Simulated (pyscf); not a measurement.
# Hydrogen abstraction: H₃Si–Si•(SiH₃)–SiH₃ + H₃Si–SiH₃ → H₃Si–SiH(SiH₃)–SiH₃ + •H₂Si–SiH₃

Gas phase, doublet surface, charge 0. Bonds broken: Si14–H16. Bonds formed: Si1–H16. Single points on ωB97X-D3(BJ)/def2-SVP structures (PySCF, gas phase).

Transition state (Å):

```xyz
21

Si    -0.7549     0.7370     0.9460
Si     0.9789     2.2206     0.4871
Si    -1.8252     0.0597    -1.0183
Si    -2.2593     1.5565     2.5215
H      1.5888     2.7162     1.7564
H      0.4830     3.3906    -0.2973
H      2.0294     1.5215    -0.3113
H     -1.1559     0.6409    -2.2191
H     -3.2563     0.4872    -1.0102
H     -1.7783    -1.4305    -1.1209
H     -3.2912     0.5212     2.8239
H     -1.5415     1.9127     3.7806
H     -2.9469     2.7764     2.0007
Si     0.7986    -2.3723     1.1675
Si     1.9307    -1.9173    -0.8168
H      0.0095    -0.6977     1.4761
H      1.6850    -2.8972     2.2526
H     -0.3655    -3.2887     0.9645
H      3.2162    -1.2286    -0.5014
H      1.0882    -0.9954    -1.6369
H      2.2154    -3.1414    -1.6225
```

One imaginary mode, 1358i cm⁻¹; descent along it reached the two sides named, in the forms told below.

```json
[
 {"bond": "Si14–H16", "change": "breaks", "reactant side (Å)": "1.490", "saddle": "1.877", "product side": "2.8"},
 {"bond": "Si1–H16", "change": "forms", "reactant side (Å)": "3.4", "saddle": "1.710", "product side": "1.491"}
]
```

Electronic energies relative to the separated reactants (eV):

| level | barrier | reaction energy | reverse barrier |
|---|---|---|---|
| ωB97X-D3(BJ)/def2-TZVP | 0.39 | +0.28 | 0.11 |
| PBE/def2-TZVP | 0.29 | +0.23 | 0.06 |
| r²SCAN/def2-TZVP | 0.33 | +0.23 | 0.10 |
| B3LYP-D3(BJ)/def2-TZVP | 0.25 | +0.24 | 0.01 |
| PBE0-D3(BJ)/def2-TZVP | 0.22 | +0.22 | -0.01 |
| M06-2X/def2-TZVP | 0.40 | +0.22 | 0.18 |
| ωB97M-D3(BJ)/def2-TZVP | 0.42 | +0.24 | 0.18 |
| HF/def2-TZVP | 1.17 | +0.23 | 0.94 |

With ωB97M-D3(BJ)/def2-TZVP energies and thermal terms (ideal gas, 1 atm, RRHO with modes under 100 cm⁻¹ raised to 100, one conformer, R ln 2 for chiral ones without a mode under 150 cm⁻¹), in eV:

```tsv
T (K)	ΔH‡	ΔG‡	ΔH	ΔG
298	0.32	0.77	+0.21	+0.16
600	0.37	1.20	+0.22	+0.11
900	0.42	1.60	+0.22	+0.05
1200	0.46	1.99	+0.23	-0.01
```

On the reactant side the descent ends in a complex, 0.26 eV under the separated species and 0.66 eV under the saddle at ωB97X-D3(BJ)/def2-TZVP. At PBE0-D3(BJ) the saddle lies under the separated products, which points to a path from their complex (located at ωB97X-D3(BJ) alone), and parting the products costs more than the saddle. One saddle was located; it need not be the lowest between these sides. The angle at the transferred H is 152°.
